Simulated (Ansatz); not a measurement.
# C3H9P: a ladder of functionals and wavefunction methods

The task here is to estimate one member of a computed series from the others.

Method: functionals in def2-TZVPP, the program's frozen cores in correlated methods; program: Ansatz 0.2.0, Gaussian basis.

Plan: LDA (SPW92), PBE-D4, revPBE-D4, BLYP-D4, r2SCAN-D4, B97M-V, PBE0-D4, B3LYP-D4, r2SCANh-D4, r2SCAN0-D4, HSE06-D4, BHLYP-D4, CAM-B3LYP-D4, LC-ωPBE, ωB97X-V, ωB97M-V, B2PLYP, PBE-QIDH; CCSD(T)/def2-SVP; CCSD(T)/def2-TZVPP; MP2/def2-QZVPP; extrapolation to the limit; RPA on PBE.

## The relaxed structure

All runs share one geometry, relaxed beforehand with PBE0-D4 in a triple-zeta def2 set.

SMILES `CP(C)C`, 13 atoms, charge 0, spin multiplicity 1.

Atoms are counted from 1 here; the program's logs count them from 0.

Bond lengths: C1–P2 1.839 Å, C1–H5 1.092 Å, C1–H6 1.092 Å, C1–H7 1.094 Å, P2–C3 1.839 Å, P2–C4 1.839 Å, C3–H8 1.094 Å, C3–H9 1.092 Å, C3–H10 1.092 Å, C4–H11 1.092 Å, C4–H12 1.092 Å, C4–H13 1.094 Å. Angles: P2–C1–H5 109.5°, P2–C1–H6 109.5°, P2–C1–H7 112.3°, H5–C1–H6 107.6°, H5–C1–H7 108.9°, H6–C1–H7 108.9°, C1–P2–C3 99.4°, C1–P2–C4 99.4°, C3–P2–C4 99.3°, P2–C3–H8 112.3°, P2–C3–H9 109.5°, P2–C3–H10 109.5°, H8–C3–H9 108.9°, H8–C3–H10 108.9°, H9–C3–H10 107.6°, P2–C4–H11 109.5°, P2–C4–H12 109.5°, P2–C4–H13 112.3° and more.

Coordinates:

```xyz
13
charge 0, multiplicity 1
C    -0.5080    1.4244   -0.5803
P     0.6438   -0.0073   -0.6577
C     1.1898   -0.0469    1.0981
C    -0.5811   -1.3787   -0.6206
H    -1.0477    1.5102   -1.5259
H     0.0630    2.3448   -0.4404
H    -1.2331    1.3304    0.2340
H     0.3467   -0.0316    1.7956
H     1.7796   -0.9487    1.2765
H     1.8314    0.8136    1.3003
H    -0.0588   -2.3320   -0.5152
H    -1.1290   -1.4041   -1.5652
H    -1.2966   -1.2742    0.2008
```

The first run:

in.yaml

```yaml
crystal:
  periodic: [false, false, false]
  atoms:
    - {symbol: C, position_ang: [-0.508017, 1.424414, -0.580288]}
    - {symbol: P, position_ang: [0.643800, -0.007311, -0.657706]}
    - {symbol: C, position_ang: [1.189832, -0.046877, 1.098088]}
    - {symbol: C, position_ang: [-0.581146, -1.378680, -0.620638]}
    - {symbol: H, position_ang: [-1.047750, 1.510229, -1.525888]}
    - {symbol: H, position_ang: [0.063035, 2.344839, -0.440398]}
    - {symbol: H, position_ang: [-1.233065, 1.330447, 0.234016]}
    - {symbol: H, position_ang: [0.346668, -0.031638, 1.795553]}
    - {symbol: H, position_ang: [1.779599, -0.948658, 1.276459]}
    - {symbol: H, position_ang: [1.831356, 0.813573, 1.300334]}
    - {symbol: H, position_ang: [-0.058752, -2.332003, -0.515215]}
    - {symbol: H, position_ang: [-1.128953, -1.404102, -1.565154]}
    - {symbol: H, position_ang: [-1.296609, -1.274233, 0.200837]}
basis:
  gaussian: {orbitals: def2-TZVPP}
hamiltonian: {xc: lda}
output: {orbitals: {seedname: orbitals}}
```

The run is started by

```bash
> ansatz run in.yaml --threads 4 --pin off --events-out ev --progress --plain --max-ram 10444MiB
```

Steps of the session up to this table: LDA; PBE-D4 (GGA); revPBE-D4 (GGA); BLYP-D4 (GGA); r2SCAN-D4 (meta-GGA); B97M-V (meta-GGA); PBE0-D4 (hybrid); B3LYP-D4 (hybrid); r2SCANh-D4 (hybrid); r2SCAN0-D4 (hybrid); HSE06-D4 (hybrid); BHLYP-D4 (hybrid); CAM-B3LYP-D4 (range-separated); LC-ωPBE (range-separated); ωB97X-V (range-separated); ωB97M-V (range-separated); B2PLYP (double hybrid); PBE-QIDH (double hybrid).

One table of the session follows, with a row left open; its other results are not shown here.

It belongs to the step «Frontier levels by functional». 

```
  functional  HOMO (eV)  LUMO (eV)  gap (eV)
 LDA (SPW92)      -5.27       0.22      5.49
      PBE-D4      -5.19       0.41      5.59
   revPBE-D4      -5.15       0.50      5.65
     BLYP-D4      -5.08       0.40      5.48
   r2SCAN-D4      -5.38       0.99      6.36
      B97M-V      -5.48       0.52      6.00
     PBE0-D4      -6.30       1.18      7.49
    B3LYP-D4      -6.13       0.85      6.99
  r2SCANh-D4      -5.80       1.29      7.08
  r2SCAN0-D4      -6.43       1.69      8.12
    HSE06-D4      -5.91       0.82      6.72
    BHLYP-D4      -7.35       1.77      9.11
CAM-B3LYP-D4      -7.63       1.94      9.57
     LC-ωPBE      -8.93       3.23     12.16
     ωB97X-V          ?          ?         ?
     ωB97M-V      -8.48       2.61     11.09
```

**Question.** Estimate the row for ωB97X-V.

The run gave: HOMO (eV): -8.61; LUMO (eV): 3.00; gap (eV): 11.62. In the column «HOMO (eV)» it lies between LC-ωPBE (-8.93) and ωB97M-V (-8.48).
